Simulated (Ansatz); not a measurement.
## Worked example: correlation energy of Cl–Al–GaH, triplet

Geometry: displaced at random from a stationary point.

```xyz
4

Cl   -0.0241   -0.2433    2.6657
Al   -0.0249    0.5487    0.7138
Ga    0.0230   -0.0920   -1.5872
H    -0.0797    0.2342   -3.0755
```

Basis cc-pVDZ; Ansatz 0.2.0. Correlated methods freeze the noble-gas cores and the filled d shells of p-block atoms, which leaves 14 electrons in 44 orbitals. Prefix R: restricted or restricted open-shell reference; prefix U: unrestricted. No spin–orbit coupling is included, and no scalar relativity.

Full CI isn't at hand for all of this; UCCSDT(Q) serves as the reference, and is uncertain by the last step of the cluster series or more.

UCCSD has a T1 diagnostic of 0.022 and a largest doubles amplitude of 0.07.

Runs differ by some tens of microhartree through their thresholds and, for an open shell, their frozen cores, so steps under 0.03 kcal/mol mean nothing.

Here the R and U totals at CCSDT(Q) differ by 0.13 kcal/mol, a measure of how far such totals hang on the determinant and its frozen core.

```
    level  total energy (hartree)
      UHF            -2625.239704
     UMP2            -2625.461929
    UCCSD            -2625.496759
 UCCSD(T)            -2625.504005
   UCCSDT            -2625.505471
UCCSDT(Q)            -2625.506089
```

Q: What is the correlation energy at UCCSDT(Q), and what share of it do UMP2 and UCCSD(T) recover?

A: E(corr) = -2625.506089 − (-2625.239704) = -0.266385 hartree = -7.249 eV. UMP2: -0.222225 / -0.266385 = 83.42 %. UCCSD(T): -0.264301 / -0.266385 = 99.22 %.

Q: By how many kcal/mol does UCCSD(T) miss UCCSDT(Q) (1 hartree = 627.509 kcal/mol), and which steps make up the rest?

A: -2625.504005 − (-2625.506089) = 0.002084 hartree = 1.31 kcal/mol. Steps: UCCSDT − UCCSD(T) = -0.92, UCCSDT(Q) − UCCSDT = -0.39 kcal/mol. Differences between like states or geometries often cancel part of this.
